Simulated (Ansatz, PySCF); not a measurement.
Process, species as SMILES: C#C (C2H2) -> C#C (C2H2) as doublet, charge +1 + e-
Structures are relaxed separately at B3LYP-D3(BJ)/def2-TZVP in Ansatz (an electronic-structure program).

Property: adiabatic ionisation energy (0 K, with B3LYP-D3(BJ) harmonic zero-point energies from PySCF), in eV. Valence correlation only, unless marked. UHF or UKS for open shells. Spin-orbit coupling is left out. No relativistic terms. Basis-set limits of correlation are two-point, X^-3; Hartree-Fock from the larger set.

```
level                            program  adiabatic ionisation energy (eV)
------------------------  --------------  --------------------------------
BLYP-D3(BJ)/def2-TZVPD    Ansatz + dftd3                             11.11
r2SCAN-D3(BJ)/def2-TZVPD  Ansatz + dftd3                             11.11
r2SCAN-D4/def2-TZVPD      Ansatz + dftd4                             11.11
B3LYP-D4/def2-TZVPD       Ansatz + dftd4                             11.25
```

Task: Estimate the value at CCSD(T)/CBS(def2-TZVPPD,def2-QZVPPD) as computed with Ansatz.

Result: 11.38 eV, so B3LYP-D4/def2-TZVPD differs from it by -0.13 eV.
